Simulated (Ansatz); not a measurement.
Steps of a relaxation of `C=C(N)N` with RKS PBE-D4/def2-SVP.

```sh
$ ansatz run in.yaml --threads 2 --pin off --events-out ev --progress --plain --max-ram 4352MiB
```

```yaml
crystal:
  periodic: [false, false, false]
  atoms:
    - {symbol: C, position_ang: [-1.173200, 0.258700, -0.380100]}
    - {symbol: C, position_ang: [0.012100, -0.015000, 0.003200]}
    - {symbol: N, position_ang: [0.667600, -1.048100, -0.564300]}
    - {symbol: N, position_ang: [0.727600, 0.698600, 0.978000]}
    - {symbol: H, position_ang: [-1.723200, -0.256000, -1.194700]}
    - {symbol: H, position_ang: [-1.769700, 1.140400, 0.055500]}
    - {symbol: H, position_ang: [1.297000, -1.505700, 0.159500]}
    - {symbol: H, position_ang: [0.132400, -1.702100, -1.021900]}
    - {symbol: H, position_ang: [1.651200, 0.763900, 0.818100]}
    - {symbol: H, position_ang: [0.261300, 1.614200, 1.149600]}
basis:
  gaussian: {orbitals: def2-SVP}
hamiltonian: {xc: pbe, dispersion: d4}
relax: {f_tol: 0.03, max_steps: 200}
```

Positions (Å) and forces (eV/Å) along the path, 5 of 5 steps:

```xyz
10
step=1 energy=-5140.4605 eV
C    -1.173    0.259   -0.380   -6.989    3.078   -1.150
C     0.012   -0.015    0.003    3.309    0.131    1.608
N     0.668   -1.048   -0.564    4.970   -0.247    2.115
N     0.728    0.699    0.978   -5.215    0.111    1.034
H    -1.723   -0.256   -1.195    0.323   -0.175    0.423
H    -1.770    1.140    0.056    0.884   -0.934   -0.565
H     1.297   -1.506    0.160   -0.712    0.268   -1.151
H     0.132   -1.702   -1.022   -1.824   -2.035   -1.450
H     1.651    0.764    0.818    4.599    0.485   -0.866
H     0.261    1.614    1.150    0.655   -0.682    0.001
10
step=2 energy=-5141.1860 eV
C    -1.233    0.306   -0.407   -1.893    0.834   -0.315
C     0.012    0.003   -0.006    0.337   -0.080    0.203
N     0.724   -1.050   -0.557    1.451   -0.235    0.779
N     0.712    0.688    1.001   -1.187   -0.080    0.020
H    -1.830   -0.337   -1.096    0.478    0.201    0.327
H    -1.758    1.230   -0.055    0.391   -0.488   -0.136
H     1.314   -1.525    0.150   -0.258    0.059   -0.361
H     0.179   -1.722   -1.073   -0.438   -0.326   -0.356
H     1.698    0.771    0.832    0.854    0.241   -0.237
H     0.265    1.586    1.214    0.266   -0.124    0.077
10
step=3 energy=-5141.2752 eV
C    -1.239    0.316   -0.404   -0.213    0.016   -0.046
C     0.018   -0.009    0.002    0.017   -0.008   -0.075
N     0.757   -1.081   -0.511    0.098   -0.344   -0.002
N     0.730    0.697    0.980    0.070    0.153    0.093
H    -1.824   -0.354   -1.053    0.075    0.030    0.086
H    -1.712    1.256   -0.081    0.051   -0.028   -0.044
H     1.204   -1.655    0.223   -0.132    0.174   -0.207
H     0.231   -1.669   -1.171    0.121    0.171    0.199
H     1.699    0.925    0.704   -0.292   -0.044    0.053
H     0.220    1.522    1.315    0.207   -0.120   -0.057
10
step=4 energy=-5141.2812 eV
C    -1.247    0.314   -0.402   -0.030    0.032   -0.015
C     0.014   -0.007    0.000   -0.004   -0.013   -0.003
N     0.760   -1.073   -0.519    0.009   -0.082    0.023
N     0.724    0.690    0.987   -0.015    0.030   -0.012
H    -1.833   -0.367   -1.034    0.024   -0.005   -0.021
H    -1.707    1.268   -0.109    0.003   -0.026    0.029
H     1.215   -1.637    0.209   -0.020    0.026   -0.023
H     0.231   -1.666   -1.163    0.017    0.041    0.020
H     1.692    0.903    0.718   -0.044    0.006   -0.003
H     0.233    1.525    1.315    0.060   -0.010    0.005
10
step=5 energy=-5141.2823 eV
C    -1.248    0.314   -0.404   -0.014    0.004   -0.004
C     0.012   -0.006    0.001    0.008   -0.001    0.004
N     0.758   -1.074   -0.515    0.011    0.003   -0.004
N     0.724    0.692    0.986    0.007   -0.008    0.009
H    -1.825   -0.366   -1.045    0.002    0.000   -0.004
H    -1.716    1.259   -0.098   -0.003   -0.001    0.004
H     1.210   -1.639    0.213   -0.007    0.004    0.006
H     0.233   -1.662   -1.165    0.000    0.005    0.006
H     1.691    0.899    0.714   -0.004   -0.002   -0.009
H     0.245    1.533    1.315    0.001   -0.004   -0.007
```

It took 4.6 s on 2 threads of an Intel Xeon 6975P-C on a shared host, with 0.19 GiB of host memory at the peak.
